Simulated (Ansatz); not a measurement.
Molecule: CHO2, charge 0, multiplicity 2. It need not be the lowest isomer of its formula. 
Geometry from a B3LYP-D3(BJ)/def2-TZVP (Ansatz, a first-principles code) optimisation:
```xyz
4

O     -1.0465    -0.3887    -0.0006
C     -0.0138     0.4391     0.0046
O      1.1479     0.2237    -0.0014
H     -0.7282    -1.3146    -0.0112
```
Charge 0, spin multiplicity 2.

Computed values are from Ansatz. Valence correlation only, unless marked. Open shells are spin-unrestricted. Spin-orbit coupling is left out. No relativistic terms. Basis-set limits of correlation are two-point, X^-3; Hartree-Fock from the larger set. The bracket is a focal-point correction in the basis named.

Task: What is the dipole moment at CCSD(T)/aug-cc-pVDZ?

Result: 1.90 D.

Task: What is the T1 diagnostic at CCSD/aug-cc-pVTZ?

Result: 0.023.

Task: What is the total energy at RI-MP2/CBS(aug-cc-pVTZ,aug-cc-pVQZ)+[CCSD(T)-MP2]/aug-cc-pVTZ?

Result: -188.9301 Eh.

Task: What is the atomisation energy De at RI-MP2/CBS(aug-cc-pVTZ,aug-cc-pVQZ)+[CCSD(T)-MP2]/aug-cc-pVTZ?

Result: 1646.9 kJ/mol.
